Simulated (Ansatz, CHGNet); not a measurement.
# 1T (CdI2-type) TiS2: properties by level of theory

Reference values: lattice constant a 3.407 Å (measured, temperature not stated, not corrected to a static lattice; as tabulated in Chianelli et al. (1975), doi:10.1016/0025-5408(75)90100-2); lattice parameter c 5.695 Å (measured, temperature not stated, not corrected to a static lattice; as tabulated in Chianelli et al. (1975), doi:10.1016/0025-5408(75)90100-2).

```
level (code)           equilibrium lattice constant a (Å)  lattice parameter c (Å)
---------------------  ----------------------------------  -----------------------
CHGNet 0.3.0 (CHGNet)                               3.415                    6.236
PBE-D4 (Ansatz)                                     3.376                    5.631
PBE0-D4 (Ansatz)                                    3.378                    5.681
```

Differences from the reference values (errors of the level alone only where the reference is corrected to a static lattice):

| level | lattice constant a (%) | lattice parameter c (%) |
|---|---|---|
| CHGNet 0.3.0 | +0.23 | +9.50 |
| PBE-D4 | -0.91 | -1.12 |
| PBE0-D4 | -0.85 | -0.25 |

Nearest: lattice constant a, not ranked (reference at room or unstated temperature); lattice parameter c, not ranked (reference at room or unstated temperature).

Machine-learned potentials (CHGNet 0.3.0) are trained on DFT data, which may include these solids.

Caveats: hybrids on metals are sensitive to the k mesh and can open a false gap (PBE0-D4). Ansatz's density-functional and Hartree–Fock values are scalar-relativistic unless marked +SOC, with PAW data made under PBE.

Differences are worked out from the printed values.

Static lattice: no zero-point or thermal effects.

Ansatz is a program for electronic structure.
